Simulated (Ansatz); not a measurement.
Basis-set extrapolation for `[C]#N` radical (PBE0-D4/def2-TZVP geometry, frozen core, the Gaussian-basis code of Ansatz). Multiplicity 2, UHF reference.

```
                     def2-TZVPP  def2-QZVPP
                 HF  -92.239076  -92.242700
    MP2 correlation   -0.275385   -0.295099
CCSD(T) correlation   -0.328814   -0.347079
```

Energies in hartree. Use E(X) = E(∞) + A·exp(−7.88·√X) for Hartree–Fock and E(X) = E(∞) + B·X^(−2.97) for correlation, with X = 3 and 4.

Question: What is the CCSD(T) energy at the basis-set limit?

Answer: HF limit: -92.242700 + (-0.003624) × 0.13774 = -92.24320. Correlation limit: -0.347079 + (-0.018265) × 0.74074 = -0.36061. Total: -92.60381 hartree, 94.3 kJ/mol below CCSD(T)/def2-TZVPP.

The UHF reference is spin-contaminated (⟨S²⟩ = 1.11, T1 = 0.086).
